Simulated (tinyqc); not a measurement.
Worked calculation: FCI on RHF in the sto-3g basis, frozen core, for LiH, spin multiplicity 1. Computed by tinyqc, a small Python program that keeps every step (integrals from PySCF). Settings: charge = 0, multiplicity = 1, basis = sto-3g, method = RHF, frozen orbitals = 1, energy threshold = 1e-10, iteration cap = 74, orthogonalisation = symmetric, start = core, DIIS depth = 6, ci = FCI, davidson = 1. Command: `OMP_NUM_THREADS=1 python tinyqc.py 27669 27670 out.jsonl` (the two numbers bound the seeds that draw the settings). One thread of a shared host (Intel(R) Xeon(R) Processor @ 2.60GHz), about 0.1 s of CPU time with the checks. The early iterations of the SCF are left out here.

## One-electron integrals

Geometry (angstrom):
```
atom        x        y        z
Li    0.00000  0.00000  0.00000
H     0.00000  0.00000  1.51800
```

Basis sto-3g: exponents (1/bohr^2) and contraction coefficients of normalised primitives:
```
element  l (shell)  exponent  coefficient
Li           s (1)  16.11958      0.15433
Li           s (1)   2.93620      0.53533
Li           s (1)   0.79465      0.44463
Li           s (2)   0.63629     -0.09997
Li           s (2)   0.14786      0.39951
Li           s (2)   0.04809      0.70012
Li           p (3)   0.63629      0.15592
Li           p (3)   0.14786      0.60768
Li           p (3)   0.04809      0.39196
H            s (1)   3.42525      0.15433
H            s (1)   0.62391      0.53533
H            s (1)   0.16886      0.44463
```

Overlap, kinetic and nuclear-attraction integrals over the contracted functions; the nuclear repulsion is the sum of Za Zb / Rab.

nuclear repulsion = 1.0458048 hartree

overlap S, lower triangle:
```
          1Li 1s   1Li 2s  1Li 2px  1Li 2py  1Li 2pz    2H 1s
1Li 1s   1.00000
1Li 2s   0.24114  1.00000
1Li 2px  0.00000  0.00000  1.00000
1Li 2py  0.00000  0.00000  0.00000  1.00000
1Li 2pz  0.00000  0.00000  0.00000  0.00000  1.00000
2H 1s    0.07919  0.41577  0.00000  0.00000  0.52729  1.00000
```

kinetic energy T (hartree), lower triangle:
```
           1Li 1s   1Li 2s  1Li 2px  1Li 2py  1Li 2pz    2H 1s
1Li 1s    3.57679
1Li 2s   -0.02024  0.10216
1Li 2px   0.00000  0.00000  0.31968
1Li 2py   0.00000  0.00000  0.00000  0.31968
1Li 2pz   0.00000  0.00000  0.00000  0.00000  0.31968
2H 1s    -0.01690  0.04777  0.00000  0.00000  0.14166  0.76003
```

nuclear attraction V (hartree), lower triangle:
```
           1Li 1s    1Li 2s   1Li 2px   1Li 2py   1Li 2pz     2H 1s
1Li 1s   -8.33148
1Li 2s   -1.04839  -1.50713
1Li 2px   0.00000   0.00000  -1.46328
1Li 2py   0.00000   0.00000   0.00000  -1.46328
1Li 2pz  -0.01788  -0.12656   0.00000   0.00000  -1.56501
2H 1s    -0.34440  -0.79318   0.00000   0.00000  -1.02055  -2.26850
```

core Hamiltonian H = T + V (hartree), lower triangle:
```
           1Li 1s    1Li 2s   1Li 2px   1Li 2py   1Li 2pz     2H 1s
1Li 1s   -4.75470
1Li 2s   -1.06863  -1.40496
1Li 2px   0.00000   0.00000  -1.14360
1Li 2py   0.00000   0.00000   0.00000  -1.14360
1Li 2pz  -0.01788  -0.12656   0.00000   0.00000  -1.24533
2H 1s    -0.36131  -0.74541   0.00000   0.00000  -0.87888  -1.50847
```

## Two-electron integrals

Functions are numbered as in S; the eight-fold symmetry (ij|kl) = (ji|kl) = (kl|ij) leaves the list below.

Two-electron integrals (ij|kl) in chemists' order, unique and non-zero (hartree):
```
(11|11) 1.68040   (21|11) 0.26542   (21|21) 0.04994   (22|11) 0.39773
(22|21) 0.09286   (22|22) 0.29056   (31|31) 0.00898   (32|31) 0.01379
(32|32) 0.06418   (33|11) 0.39664   (33|21) 0.09288   (33|22) 0.29050
(33|33) 0.31295   (41|41) 0.00898   (42|41) 0.01379   (42|42) 0.06418
(43|43) 0.01687   (44|11) 0.39664   (44|21) 0.09288   (44|22) 0.29050
(44|33) 0.27921   (44|44) 0.31295   (51|51) 0.00898   (52|51) 0.01379
(52|52) 0.06418   (53|53) 0.01687   (54|54) 0.01687   (55|11) 0.39664
(55|21) 0.09288   (55|22) 0.29050   (55|33) 0.27921   (55|44) 0.27921
(55|55) 0.31295   (61|11) 0.08508   (61|21) 0.01608   (61|22) 0.03035
(61|33) 0.02999   (61|44) 0.02999   (61|51) 0.00190   (61|52) 0.00364
(61|55) 0.03108   (61|61) 0.00566   (62|11) 0.16397   (62|21) 0.03857
(62|22) 0.12351   (62|33) 0.11764   (62|44) 0.11764   (62|51) 0.00632
(62|52) 0.03524   (62|55) 0.13514   (62|61) 0.01473   (62|62) 0.08204
(63|31) 0.00344   (63|32) 0.01504   (63|53) 0.00573   (63|63) 0.00660
(64|41) 0.00344   (64|42) 0.01504   (64|54) 0.00573   (64|64) 0.00660
(65|11) 0.19318   (65|21) 0.04599   (65|22) 0.15322   (65|33) 0.14312
(65|44) 0.14312   (65|51) 0.00987   (65|52) 0.05388   (65|55) 0.17322
(65|61) 0.01844   (65|62) 0.11237   (65|65) 0.15689   (66|11) 0.34676
(66|21) 0.08310   (66|22) 0.28873   (66|33) 0.26406   (66|44) 0.26406
(66|51) 0.01663   (66|52) 0.10809   (66|55) 0.33758   (66|61) 0.03355
(66|62) 0.23498   (66|65) 0.33572   (66|66) 0.77461
```

## Orthogonalisation

S = U s U^T; symmetric (Loewdin) form X = U s^(-1/2) U^T, so that X^T S X = 1.

eigenvalues of S: 0.32443  0.79792  1.00000  1.00000  1.16654  1.71111

X, lower triangle:
```
           1Li 1s    1Li 2s  1Li 2px  1Li 2py   1Li 2pz    2H 1s
1Li 1s    1.02299
1Li 2s   -0.12706   1.12327
1Li 2px   0.00000   0.00000  1.00000
1Li 2py   0.00000   0.00000  0.00000  1.00000
1Li 2pz  -0.00236   0.12673  0.00000  0.00000   1.15983
2H 1s     0.00067  -0.30186  0.00000  0.00000  -0.38147  1.25940
```

## Iteration 7 (converged): orbitals

converged F (hartree), lower triangle:
```
           1Li 1s    1Li 2s  1Li 2px  1Li 2py   1Li 2pz     2H 1s
1Li 1s   -2.34443
1Li 2s   -0.63994  -0.23069
1Li 2px   0.00000   0.00000  0.16381
1Li 2py   0.00000   0.00000  0.00000  0.16381
1Li 2pz   0.01362  -0.11079  0.00000  0.00000  -0.00863
2H 1s    -0.21557  -0.28184  0.00000  0.00000  -0.24018  -0.16622
```

Diagonalise F' = X^T F X, C = X C', fill 2 alpha and 2 beta electrons from the bottom; D = 2 C_occ C_occ^T. Each column has its largest component positive (the first on a tie).

F' = X^T F X (hartree), lower triangle:
```
          1         2        3        4         5        6
1  -2.29119
2  -0.34877  -0.00055
3   0.00000   0.00000  0.16381
4   0.00000   0.00000  0.00000  0.16381
5   0.02883   0.02656  0.00000  0.00000   0.16761
6  -0.05548  -0.28646  0.00000  0.00000  -0.32636  0.13352
```

orbital energies (hartree): MO1 -2.34712, MO2 -0.29211, MO3 0.07887, MO4 0.16381, MO5 0.16381, MO6 0.56974

coefficients C:
```
              MO1       MO2       MO3      MO4       MO5       MO6
1Li 1s    0.99114  -0.17302  -0.20893  0.00000   0.00000   0.08182
1Li 2s    0.03215   0.44777   0.80102  0.00000   0.00000  -0.73612
1Li 2px   0.00000   0.00000   0.00000  0.99544  -0.09537   0.00000
1Li 2py   0.00000   0.00000   0.00000  0.09537   0.99544   0.00000
1Li 2pz  -0.00701   0.34890  -0.61276  0.00000   0.00000  -1.00476
2H 1s     0.00648   0.54481  -0.13477  0.00000   0.00000   1.22789
```

D after iteration 7, lower triangle:
```
           1Li 1s   1Li 2s  1Li 2px  1Li 2py  1Li 2pz    2H 1s
1Li 1s    2.02461
1Li 2s   -0.09122  0.40307
1Li 2px   0.00000  0.00000  0.00000
1Li 2py   0.00000  0.00000  0.00000  0.00000
1Li 2pz  -0.13463  0.31200  0.00000  0.00000  0.24356
2H 1s    -0.17569  0.48832  0.00000  0.00000  0.38007  0.59371
```

Within a degenerate level the vectors are fixed only up to a rotation; this is one choice.

## Convergence

Stop when the energy changes by less than 1e-10 hartree and every element of the error matrix X^T (F D S - S D F) X is below 3e-06.

Course of the cycle:
```
iteration  E (hartree)     change  largest element of the error matrix
1           -7.8188173          -                             1.83e-01
2           -7.8624314  -4.36e-02                             2.30e-02
3           -7.8632562  -8.25e-04                             4.51e-03
4           -7.8633609  -1.05e-04                             1.31e-03
5           -7.8633715  -1.05e-05                             2.57e-05
6           -7.8633715  -2.54e-09                             1.55e-06
7           -7.8633715  -3.35e-12                             2.91e-08
```

PySCF RHF in the same basis = -7.8633715 hartree

Converged in 7 iterations.

## Integrals over molecular orbitals

(pq|rs) = sum C_ip C_jq C_kr C_ls (ij|kl), one index at a time.

one-electron integrals over orbitals h = C^T H C (hartree), lower triangle:
```
          1         2         3         4         5         6
1  -4.74510
2   0.10879  -1.52486
3   0.16794   0.03514  -1.13124
4   0.00000   0.00000   0.00000  -1.14360
5   0.00000   0.00000   0.00000   0.00000  -1.14360
6  -0.02748  -0.07724   0.03198   0.00000   0.00000  -0.93669
```

Two-electron integrals over orbitals (pq|rs), unique and non-zero (hartree); the lowest 1 orbital is frozen and left out:
```
(22|22) 0.49302    (32|22) -0.04722   (32|32) 0.01229    (33|22) 0.22606
(33|32) 0.00640    (33|33) 0.33867    (42|42) 0.02388    (43|42) 0.01922
(43|43) 0.04131    (44|22) 0.27424    (44|32) 0.00491    (44|33) 0.28218
(44|44) 0.31295    (52|52) 0.02388    (53|52) 0.01922    (53|53) 0.04131
(54|54) 0.01687    (55|22) 0.27424    (55|32) 0.00491    (55|33) 0.28218
(55|44) 0.27921    (55|55) 0.31295    (62|22) 0.13121    (62|32) -0.03368
(62|33) -0.01005   (62|44) -0.01193   (62|55) -0.01193   (62|62) 0.12311
(63|22) -0.05100   (63|32) 0.00861    (63|33) 0.03603    (63|44) 0.00155
(63|55) 0.00155    (63|62) -0.03120   (63|63) 0.02632    (64|42) -0.01954
(64|43) -0.01385   (64|64) 0.01953    (65|52) -0.01954   (65|53) -0.01385
(65|65) 0.01953    (66|22) 0.45680    (66|32) -0.04238   (66|33) 0.24193
(66|44) 0.26911    (66|55) 0.26911    (66|62) 0.13938    (66|63) -0.04366
(66|66) 0.45604
```

## FCI: determinants and Hamiltonian

one-electron integrals dressed by the frozen orbital, h + 2 (pq|11) - (p1|1q) (hartree), lower triangle:
```
          2         3         4         5         6
2  -0.78513
3   0.04722  -0.36095
4   0.00000   0.00000  -0.36080
5   0.00000   0.00000   0.00000  -0.36080
6  -0.13121   0.06832   0.00000   0.00000  -0.22074
```

energy of the frozen orbital, 2 h_11 + (11|11) = -7.8319364 hartree

Hartree-Fock energy = -7.8633715 hartree

Slater-Condon rules over spin orbitals, with the nuclear repulsion and the energy of the frozen orbital added and E(HF) subtracted on the diagonal. Only determinants linked to the reference directly or through others are kept (one block of an abelian symmetry group), so some states are absent.

Occupation strings over the orbitals (2 doubly, a alpha, b beta, 0 empty; spin orbitals ordered 1a 1b 2a 2b ...): 220000 2ab000 2a000b 2ba000 2b000a 202000 20a00b 200200 200020 20b00a 200002

H - E(HF) between determinants (hartree), lower triangle:
```
          220000    2ab000    2a000b    2ba000    2b000a    202000    20a00b   200200
220000   0.00000
2ab000   0.00000   0.15722
2a000b   0.00000   0.01732   0.52817
2ba000   0.00000  -0.01229   0.03368   0.15722
2b000a   0.00000   0.03368  -0.12311   0.01732   0.52817
202000   0.01229   0.05362   0.00861  -0.05362  -0.00861   0.69401
20a00b  -0.03368   0.00861   0.00485   0.14126   0.03120   0.10435   0.73748
200200   0.02388   0.01922  -0.01954  -0.01922   0.01954   0.04131  -0.01385  0.66860
200020   0.02388   0.01922  -0.01954  -0.01922   0.01954   0.04131  -0.01385  0.01687
20b00a   0.03368   0.14126   0.03120   0.00861   0.00485  -0.10435  -0.02632  0.01385
200002   0.12311  -0.03120   0.00817   0.03120  -0.00817   0.02632   0.02466  0.01953

         200020    20b00a   200002
200020  0.66860
20b00a  0.01385   0.73748
200002  0.01953  -0.02466  1.09181
```

## FCI: roots

Diagonalise (each vector has its largest component positive (the first on a tie)); all determinants have Ms = 0, so triplets appear too. The lowest singlet root is the correlation energy.

lowest roots of this matrix, relative to E(HF) (hartree): -0.01902  0.10214  0.11864  0.40418  0.55732  0.65173  0.66067  0.74068

lowest vectors:
```
          root 1    root 2    root 3    root 4
220000   0.98841   0.00000  -0.06904   0.00000
2ab000   0.03600   0.68162   0.67226   0.06975
2a000b   0.00313  -0.09547   0.02936   0.69411
2ba000  -0.03600   0.68162  -0.67226   0.06975
2b000a  -0.00313  -0.09547  -0.02936   0.69411
202000  -0.03146   0.00000  -0.18292   0.00000
20a00b   0.05534  -0.16209   0.16263  -0.11555
200200  -0.02828   0.00000  -0.02106   0.00000
200020  -0.02828   0.00000  -0.02106   0.00000
20b00a  -0.05534  -0.16209  -0.16263  -0.11555
200002  -0.10828   0.00000   0.04889   0.00000
```

<S^2> of these roots: 0.00000  2.00000  0.00000  2.00000  0.00000  0.00000  0.00000  0.00000

weight of the ground state by excitation level 0, 1, 2, ...: 0.97695  0.00261  0.02044

## The lowest root by the Davidson method

Start from the reference; add the residual divided by (theta - H_ii), orthogonalised, at each step.

Davidson iterations:
```
iteration  subspace  lowest Ritz value (hartree)  residual norm
1                 1                            0       1.37e-01
2                 2                   -0.0185117       1.07e-02
3                 3                   -0.0189151       8.17e-03
4                 4                   -0.0190138       1.25e-03
5                 5                   -0.0190164       1.78e-04
6                 6                   -0.0190164       4.52e-06
7                 7                   -0.0190164       3.95e-17
```
